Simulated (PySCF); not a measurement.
# C4H8O (Butanal): the cost of one run

Computed with PySCF 2.14.0, with density-fitted response routines of our own, on a single molecule in the gas phase. Atoms are numbered from 0 throughout.

## Step 1: The molecule as given

13 atoms, charge 0, multiplicity 1; geometry from: MMFF94s. The atoms were then displaced at random by about 0.03 Å, so the start is not that level's minimum.

Bonds of the start (Å): C0–C1 1.43, C1–C2 1.52, C2–C3 1.66, C3–O4 1.21, C0–H5 1.07, C0–H6 1.15, C0–H7 1.14, C1–H8 1.04, C1–H9 1.13, C2–H10 1.12, C2–H11 1.02, C3–H12 1.04.

## Step 2: Relaxing the molecule at PBE0-D3(BJ)/def2-SVP

What the job is given:

```
{"job": {"xc": "PBE0", "basis": "def2-SVP", "d3": "d3bj", "grid": 1, "shake": 0.03, "kind": "geom"}, "charge": 0, "multiplicity": 1}
C     -1.633930    -0.124440     0.667640
C     -0.282260    -0.527830     0.430460
C      0.482020     0.503060    -0.377220
C      2.068250     0.078010    -0.593040
O      2.438470    -1.007360    -0.221100
H     -2.267850    -0.782770     1.214990
H     -1.691240     0.885660     1.217260
H     -2.160410     0.124990    -0.315110
H     -0.279850    -1.456990    -0.036830
H      0.200310    -0.704010     1.439060
H      0.548250     1.456850     0.209640
H      0.105610     0.685600    -1.312700
H      2.503270     0.817110    -1.179440
```

Command:

```console
> OMP_NUM_THREADS=1 python probes_run.py task.json out
```

The driver reads the jobs from task.json and runs them one after another.

**Question.** How long does this first job take on 1 thread of Arm Neoverse V1, shared host, and how much memory does it need?

About 35 s, with a peak of 0.44 GiB.
